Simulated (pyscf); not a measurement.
5 gas-phase steps of one pattern: four-centre exchange on the singlet surface, Al–N + H–O or Ga–N + H–O broken and Al–O + H–N or Ga–O + H–N formed. Optimised with ωB97X-D3(BJ)/def2-SVP in PySCF. Electronic energies in kcal/mol, between the relaxed ends of the descent from the saddle (adducts or complexes of the species named), with the reactant end as zero; ΔE‡ and ΔE at ωB97X-D3(BJ)/def2-TZVP. Rows were drawn at random from the steps of this pattern with a verified saddle, stable references and a bound adduct at one end at least.

```json
[
 {"row": "1", "step": "H₂O + H₂N–Al(Cl)–Cl → HO–Al(Cl)–Cl + NH₃", "ΔE": "-23.4", "ΔE‡": "?"},
 {"row": "2", "step": "H₂O + H₂N–Al(OH)–F → HO–Al(OH)–F + NH₃", "ΔE": "-23.2", "ΔE‡": "3.5"},
 {"row": "3", "step": "H₂O + H₂N–Ga(OH)–OH -> HO–Ga(OH)–OH + NH₃", "ΔE": "-16.9", "ΔE‡": "5.8"},
 {"row": "4", "step": "H₂O + H₂N–Ga(OH)–F → HO–Ga(OH)–F + NH₃", "ΔE": "-16.5", "ΔE‡": "6.9"},
 {"row": "5", "step": "H₂O + H₂N–GaH₂ → HO–GaH₂ + NH₃", "ΔE": "-13.7", "ΔE‡": "4.0"}
]
```

Fit ΔE‡ = a + b·ΔE to the other rows and predict row 1.

Over the 4 complete rows the means are -17.6 (ΔE) and 5.1 (ΔE‡); least squares gives b = 0.15 and a = 7.7 kcal/mol, with residuals of 1.3 kcal/mol (root mean square; largest 1.7, row 4). For row 1: 7.7 + 0.15 × (-23.4) = 4.2 kcal/mol, an extrapolation. The computed barrier is 4.6 kcal/mol, 0.4 over the line. The scatter is large against the spread of the barriers, so the line says little here. Each barrier is that of the saddle found. Elements up to Kr have no core potential and no relativistic terms here.
